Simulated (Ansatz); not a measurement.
Born–Oppenheimer molecular dynamics of CHO2S (5 atoms, charge -1, multiplicity 1). It starts from a relaxed structure.

These are results of Ansatz, RKS PBE-D4/def2-SVP, not measurements.

* ensemble: NVT, Nosé–Hoover chain
* time step: 0.25 fs
* steps asked: 166
* set temperature: 700 K
* thermostat: time constant 50 fs, chain length 5
* temperature schedule: 41 steps to 700 K, then 125 steps to 10 K
* seed: 3724

Frames 0.25 fs apart, positions in Å.

Velocities at 2.5 fs (Å/ps):

```
O 3.41 -2.55 -6.33
H -3.12 26.04 -21.99
O 3.35 -1.62 5.21
C -1.43 0.58 -5.78
S -2.74 1.05 3.42
```

```xyz
5
Properties=species:S:1:pos:R:3 time_fs=2.5 energy_less_start_eV=0.073 T=514
O 0.288 0.079 -2.088
H -0.624 0.277 -2.035
O -0.545 -0.070 2.501
C 0.236 -0.132 1.559
S 0.705 -0.107 -0.007
5
Properties=species:S:1:pos:R:3 time_fs=2.8 energy_less_start_eV=0.067 T=528
O 0.289 0.078 -2.090
H -0.625 0.284 -2.040
O -0.544 -0.070 2.502
C 0.236 -0.132 1.558
S 0.704 -0.107 -0.006
5
Properties=species:S:1:pos:R:3 time_fs=3.0 energy_less_start_eV=0.059 T=548
O 0.290 0.077 -2.091
H -0.628 0.291 -2.046
O -0.543 -0.071 2.503
C 0.236 -0.132 1.556
S 0.704 -0.106 -0.005
5
Properties=species:S:1:pos:R:3 time_fs=3.2 energy_less_start_eV=0.051 T=569
O 0.291 0.077 -2.093
H -0.632 0.298 -2.051
O -0.542 -0.071 2.504
C 0.235 -0.132 1.555
S 0.703 -0.106 -0.004
5
Properties=species:S:1:pos:R:3 time_fs=3.5 energy_less_start_eV=0.044 T=587
O 0.292 0.076 -2.094
H -0.637 0.305 -2.056
O -0.541 -0.072 2.505
C 0.235 -0.132 1.554
S 0.702 -0.106 -0.003
5
Properties=species:S:1:pos:R:3 time_fs=3.8 energy_less_start_eV=0.039 T=599
O 0.293 0.075 -2.096
H -0.642 0.313 -2.061
O -0.540 -0.072 2.506
C 0.234 -0.131 1.553
S 0.702 -0.106 -0.003
5
Properties=species:S:1:pos:R:3 time_fs=4.0 energy_less_start_eV=0.037 T=604
O 0.294 0.075 -2.097
H -0.648 0.321 -2.066
O -0.539 -0.072 2.508
C 0.233 -0.131 1.552
S 0.701 -0.105 -0.002
5
Properties=species:S:1:pos:R:3 time_fs=4.2 energy_less_start_eV=0.039 T=600
O 0.295 0.074 -2.099
H -0.654 0.328 -2.071
O -0.538 -0.073 2.509
C 0.233 -0.131 1.551
S 0.700 -0.105 -0.001
5
Properties=species:S:1:pos:R:3 time_fs=4.5 energy_less_start_eV=0.044 T=587
O 0.296 0.073 -2.101
H -0.660 0.336 -2.076
O -0.537 -0.073 2.510
C 0.232 -0.131 1.550
S 0.700 -0.105 0.000
5
Properties=species:S:1:pos:R:3 time_fs=4.8 energy_less_start_eV=0.052 T=567
O 0.298 0.072 -2.102
H -0.666 0.344 -2.081
O -0.536 -0.074 2.510
C 0.231 -0.131 1.549
S 0.699 -0.104 0.001
5
Properties=species:S:1:pos:R:3 time_fs=5.0 energy_less_start_eV=0.062 T=542
O 0.299 0.072 -2.104
H -0.671 0.351 -2.086
O -0.535 -0.074 2.511
C 0.230 -0.131 1.549
S 0.698 -0.104 0.001
5
Properties=species:S:1:pos:R:3 time_fs=5.2 energy_less_start_eV=0.073 T=515
O 0.300 0.071 -2.105
H -0.676 0.358 -2.091
O -0.534 -0.075 2.512
C 0.229 -0.130 1.548
S 0.698 -0.104 0.002
```

Of the whole run (42 fs, mean temperature of the second half 358 K): The conserved energy stayed within 0.12 meV per atom of its start (net change 0.011 meV per atom), so the integration is sound. The schedule's set-point averaged 239 K over the second half and the system 358 K, so it lags behind the ramp. A run of 0.042 ps of so small a system gives no equilibrium averages. Limits of this set-up: an anion without diffuse functions, the dipole of an ion depends on the origin.

The run took 2.1 min on 1 CPU thread of a shared host.
